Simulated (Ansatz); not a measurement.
**GaP2H, triplet in cc-pVDZ: errors against UCCSDT(Q)**

Geometry: displaced at random from a stationary point.

```yaml
atoms:
  - { symbol: Ga, position_ang: [0.0493, 0.0382, 1.1508] }
  - { symbol: P, position_ang: [-0.0174, 0.9940, -1.3281] }
  - { symbol: P, position_ang: [-0.0526, -1.1194, -1.2199] }
  - { symbol: H, position_ang: [-1.2552, 1.2105, -1.3055] }
```

Basis cc-pVDZ; Ansatz 0.2.0. Only valence electrons are correlated (noble-gas cores and the filled d shells of p-block atoms frozen), which leaves 14 electrons in 44 orbitals. Prefix R: restricted or restricted open-shell reference; prefix U: unrestricted. No spin–orbit coupling is included, and no scalar relativity.

Full CI isn't at hand for all of this; UCCSDT(Q) serves as the reference, and is uncertain by the last step of the cluster series or more. The frozen core follows each run's orbitals, which can shift R against U totals by a few meV for light atoms and by up to 0.1 eV past Ca.

* UHF ⟨S²⟩: 2.051
* T1 diagnostic (RCCSD): 0.0332
* largest doubles amplitude (RCCSD): 0.048
* T1 diagnostic (UCCSD): 0.0278

```
   level  E − E(UCCSDT(Q)) (mEh)  wall time
     UHF                  307.17          –
    UMP2                   57.35          –
   UCCSD                   15.39          –
UCCSD(T)                    2.81       16 s
  UCCSDT                    1.15          –
```

Run but not shown, since their state, orbitals or frozen core can't be matched to the reference's or they repeat it: RHF, RMP2, RCCSD, RCCSD(T), BCCD(T), RCCSDT, RCCSDT(Q).

Times hold each run's SCF and search for its determinant on a shared host, so for small cases they say little of a method's own cost; they ran on 1 thread of Arm Neoverse V2.
